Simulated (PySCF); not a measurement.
First hyperpolarisability: `C#CC(F)(F)F`, C3HF3

Geometry (Å), atoms numbered from 1 in this order:
```xyz
7

C     1.5820   -0.2102   -0.7075
C     0.4980   -0.0667   -0.2242
C    -0.8276    0.1109    0.3648
F    -1.7668   -0.4913   -0.3682
F    -0.8818   -0.4043    1.5953
F    -1.1473    1.4042    0.4511
H     2.5476   -0.3382   -1.1394
```

Computed with quadratic response CAM-B3LYP/aug-cc-pVTZ first hyperpolarisability, Taylor convention, gas phase in PySCF. Geometry: PBE0-D3(BJ)/def2-TZVP.

What is the first hyperpolarisability, and how does it disperse?

In au, Taylor convention; the vector part is βᵢ = ⅓ Σⱼ (βᵢⱼⱼ + βⱼᵢⱼ + βⱼⱼᵢ); β∥ is 3/5 of the vector part along the dipole, the dipole points from − to +:
| process | λ (nm) | β vector norm | β∥ | β HRS | depolarisation ratio |
| --- | --- | --- | --- | --- | --- |
| static β(0;0,0) | ∞ | 103.6 | -62.1 | 38.6 | 7.90 |
| second harmonic β(−2ω;ω,ω) | 1907 | 106.1 | -63.7 | 39.6 | 7.82 |
| Pockels β(−ω;ω,0) | 1907 | 104.4 | -62.6 | – | – |
| second harmonic β(−2ω;ω,ω) | 1064 | 112.2 | -67.3 | 41.9 | 7.65 |
| Pockels β(−ω;ω,0) | 1064 | 106.3 | -63.8 | – | – |

Which lowest excitations, dipole and polarisabilities go with it?

S1 6.49 eV (f = 0.000); S2 6.75 eV (f = 0.000); S3 6.75 eV (f = 0.000); dipole 2.40 D; isotropic α 37.5 au static, 37.6 au at 1907 nm, 37.8 au at 1064 nm, 37.9 au at 953.5 nm, 38.6 au at 532 nm.
